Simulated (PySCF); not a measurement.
# Static response to an electric field

Butadiyne, C4H2.
Atom-mapped SMILES: `[CH:1]#[C:2][C:3]#[CH:4]` (hydrogens: H5 on C1; H6 on C4)

Structure used (GFN2-xTB), in Å, numbered top down from 1:
```xyz
6
C4H2 angstrom
C      0.1918    1.4979    1.1277
C      0.0693    0.5409    0.4078
C     -0.0687   -0.5403   -0.4061
C     -0.1902   -1.4971   -1.1265
H      0.2978    2.3310    1.7552
H     -0.2968   -2.3305   -1.7533
```

Level: PBE0/def2-SVPD (PySCF), static field, nuclei fixed, core orbitals frozen in the response. The polarisability tensor in these axes (au):

```
x   28.81  4.54  3.42
y    4.54 63.84 26.80
z    3.42 26.80 48.41
```

Problem. Give the principal values, the mean and the anisotropy Δα = √{½[(α1 − α2)² + (α2 − α3)² + (α1 − α3)²]}.

Solution. Principal values 28.23, 28.23 and 84.59 au; mean 47.02 au = 6.97 Å³ = 7.75 × 10⁻⁴⁰ C²·m²/J; Δα = 56.36 au (120 % of the mean).

Problem. What is the dipole moment?

Solution. 0.00 D; point group D∞h allows none.

Problem. Refractivity n − 1 of an ideal gas of it at 500 K and 1 atm, from the electronic α?

Solution. N = p/kT = 1.4678 × 10¹⁹ cm⁻³, so n − 1 = 2π × N × 6.97 × 10⁻²⁴ cm³ = 643 × 10⁻⁶ at long wavelengths, for an ideal gas.

Problem. What are the principal values of the traceless quadrupole moment, Θ = ½Σq(3rr − r²1), about the centre of nuclear charge?

Solution. -6.09, -6.09, 12.19 D·Å. With no charge and no dipole, the values don't depend on the origin. The electronic extent ⟨r²⟩ about the same centre is 279 bohr², a root-mean-square distance of 1.73 Å for the 26 electrons.

Problem. Find the Langevin capture rate constant for H3+ (3.023 u) meeting this molecule (50.016 u), k = 2.342 × 10⁻⁹ cm³/s × √(α in Å³ / reduced mass in u).

Solution. The reduced mass is 2.85 u, so k = 3.66 × 10⁻⁹ cm³/s.

Geometry: GFN2-xTB; no solvent, vibrations or thermal averaging.
